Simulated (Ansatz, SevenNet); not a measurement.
## Elastic constant C44 of hcp Ti: levels of theory against measurement

Reference value: 51 GPa (measured, 4 K, no zero-point or thermal correction; as tabulated in Ferrari et al. (2019), arXiv:1905.01197).

Problem. What do SevenNet-0, LDA, PBE, HSE06 give, and how far is each from the reference?

Solution. 
| level (code) | value (GPa) | cell (Å³/atom) | difference (%) |
|---|---|---|---|
| SevenNet-0 (SevenNet) | 15.1 | 17.41 | -70 |
| LDA (Ansatz) | 36.5 | 16.10 | -28 |
| PBE (Ansatz) | 44.3 | 17.39 | -13.1 |
| HSE06 (Ansatz) | 68.5 | 17.19 | +34 |

Of these levels PBE (-13.1 %) comes nearest. Farthest off: SevenNet-0 (-70 %). No level tried lands within 5 %. Even the nearest is off by 13.1 %.

The measured value isn't corrected to a static lattice, so vibrations enter the comparison.  HSE06: hybrids on metals are sensitive to the k mesh. Each level is taken at its own relaxed cell. K meshes differ between the levels. Ansatz's density-functional and Hartree–Fock values are scalar-relativistic unless marked +SOC, with PAW data made under PBE.

Machine-learned potentials (SevenNet-0) are trained on DFT data, which may include these solids.

Differences are worked out from the printed values.

Ansatz is a program for electronic structure.
